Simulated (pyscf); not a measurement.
Routes from F–SiH(F)–O–SiH₃ (SMILES F[SiH](F)O[SiH3]) + H• (SMILES [H])

Candidate steps break at most two bonds and form at most two. Each was searched with GFN2-xTB (tblite) first. PySCF, gas phase, ωB97X-D3(BJ)/def2-SVP geometries. Energies: ωB97M-D3(BJ)/def2-TZVP, kcal/mol, from the separated reactants, doublet surface; ΔG‡ with ideal gas, 1 atm, RRHO with modes under 100 cm⁻¹ raised to 100, one conformer, R ln 2 for chiral ones without a mode under 150 cm⁻¹.

| products | type | ΔE‡ | ΔE | ΔG‡ 298 K | ΔG‡ 900 K | ν‡ (cm⁻¹) |
|---|---|---|---|---|---|---|
| F–Si•(F)–O–SiH₃ + H₂ | hydrogen abstraction | 8.3 | -2.9 | 12.9 | 25.9 | 1257i |
| F–SiH•–O–SiH₃ + HF | atom transfer | 41.4 | +27.3 | 49.5 | 65.1 | 764i |

Plain bond fissions and candidates not yet searched are not listed, and one of them may be faster. Each barrier is that of the saddle found; lower ones may exist.
